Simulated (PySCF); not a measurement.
LiH, SMILES [LiH].

Geometry: PBE0-D3(BJ)/def2-TZVPD.

Two levels are set side by side: PBE/def2-TZVPD (PySCF) and ωB97X/def2-TZVPD (PySCF). Same geometry, gas phase. Differences are taken from unrounded values.

```
quantity                     ωB97X    PBE  PBE minus ωB97X
---------------------------  -----  -----  ---------------
orbital gap (eV)              8.04   2.79            -5.26
highest occupied level (eV)  -7.84  -4.37             3.46
lowest empty level (eV)       0.21  -1.59            -1.79
dipole moment (D)             5.88   5.58            -0.30
mean polarisability (bohr³)   26.5   32.7              6.3
```

PBE's occupied levels lie high since its potential decays too fast outside the molecule; exact exchange lowers them and widens the gap. Loosely held outer electrons make PBE densities more polarisable. Differences between two approximate levels are no errors against the true value.
